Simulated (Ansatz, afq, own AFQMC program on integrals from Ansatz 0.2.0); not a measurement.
## CH$_{2}$Si, singlet → CH2Si, triplet

```yaml
atoms:
  - { symbol: Si, position_ang: [0.0000, 0.0000, 0.4697] }
  - { symbol: C, position_ang: [0.0000, 0.0000, -1.3049] }
  - { symbol: H, position_ang: [0.0000, 1.2713, 1.2312] }
  - { symbol: H, position_ang: [0.0000, -1.2713, 1.2312] }
```

Connectivity, by distances: SiH2–C.

E(triplet, charge +0) − E(singlet, charge +0) at this geometry, on RHF and ROHF determinants.

Basis cc-pVDZ. Noble-gas cores (and the filled d shells of Ga–Kr and In–Xe) are frozen. Integrals, coupled cluster, full CI and functionals: Ansatz 0.2.0; the random walks run on the same integrals in our own AFQMC program. The CISD trial takes its coefficients from CCSD amplitudes. Released means that phaseless walkers are propagated on without the constraint, phases kept. Uncertainties: one standard error, sampling alone. The errors of all members are added in quadrature.

No full CI on the walks' own integrals is used here; CCSDT(Q) serves as the reference and is uncertain by about the last step of the cluster series. Each member takes its own surest rung, up to full CI.

Errors are counted within cc-pVDZ, not against nature.

Cautions: CH₂Si (singlet): restricted determinant unstable towards unrestricted (UHF 551 meV lower, ⟨S²⟩ 1.12), strong correlation (T1 0.024, weight of the determinant 0.84, largest double 0.17), its ph-AFQMC/CISD value lies 33 ± 5 meV above CCSDTQ; CH₂Si (triplet): another spin lies lower, a spin-contaminated unrestricted determinant lies lower (UHF 881 meV lower, ⟨S²⟩ 2.64), the search met a lower determinant of the same kind, perhaps of another symmetry (85 meV lower), strong correlation (T1 0.051, weight of the determinant 0.82, largest double 0.17), the released energies have errors that jump between times, so the bars are unsure, so no released level is given (meV from the phaseless value at times in 1/Eh: -7 ± 3 at 0.24, -7 ± 6 at 0.51, -19.3 ± 2.1 at 0.99, -35 ± 8 at 1.62, -30 ± 3 at 2.40), its ph-AFQMC/CISD value lies 47 ± 4 meV above CCSDT(Q); core correlation is missing, and it shifts such a gap most where an s electron is promoted.

| level | vertical spin gap (kJ/mol) |
| --- | --- |
| MP2 | 2.1 |
| CCSD | 7.4 |

(1) From these cheaper values, estimate the vertical spin gap at the reference level in cc-pVDZ.

(1) 9.0 kJ/mol (CCSDT(Q) in cc-pVDZ).

| level | vertical spin gap (kJ/mol) | error against CCSDT(Q) (kJ/mol) |
| --- | --- | --- |
| HF | -28.9 | -37.9 |
| CCSD(T) | 9.7 | 0.7 |
| CCSDT | 8.7 | -0.4 |
| ph-AFQMC/CISD | 10.3 ± 0.6 | 1.3 ± 0.6 |

Correlation beyond CCSD(T) takes off 0.7 kJ/mol. The perturbative (T) step is worth +2.3 kJ/mol. Where the cautions show a poor determinant, the low rows tell how each method copes with it, not its usual error.

A walk keeps the symmetry of its determinant, which the program's search chose and which needn't be the lowest solution, so a lower state of the same spin and another symmetry isn't excluded.
